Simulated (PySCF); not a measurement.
Compound: 1-butyne, C₄H₆.
Atom-mapped SMILES: `[CH:1]#[C:2][CH2:3][CH3:4]` (hydrogens: H5 on C1; H6, H7 on C3; H8, H9, H10 on C4)

All values: wB97X-D/pcSseg-2 (PySCF, non-relativistic), on one gas-phase PBE0-D3(BJ)/def2-TZVP geometry that isn't relaxed in the solvent. The solvent is an IEF-PCM continuum (cavity from Bondi-type radii × 1.2). Specific hydrogen bonds and non-electrostatic terms are outside this model.

Gas phase at wB97X-D/pcSseg-2: HOMO -9.56 eV, LUMO 2.22 eV, dipole 0.86 D.

Q: What does the continuum do to the energy, the frontier levels and the dipole at wB97X-D/pcSseg-2 in chloroform?

A: 
```json
{"solvent": "chloroform", "ε": "4.711", "E(solvent) − E(gas) (kcal/mol)": "-2.33", "polarisation term (kcal/mol)": "-2.52", "distortion of the solute (kcal/mol)": "0.19", "HOMO (eV)": "-9.66", "LUMO (eV)": "2.34", "dipole (D)": "1.08"}
```

Polarisation term: ½ Σ q·V over the induced surface charges. Distortion: the rise of the solute's own energy as its density leaves the gas-phase optimum.

The pairwise dispersion term of wB97X-D wasn't added to the energies; at a given geometry it leaves orbitals and properties as they are.
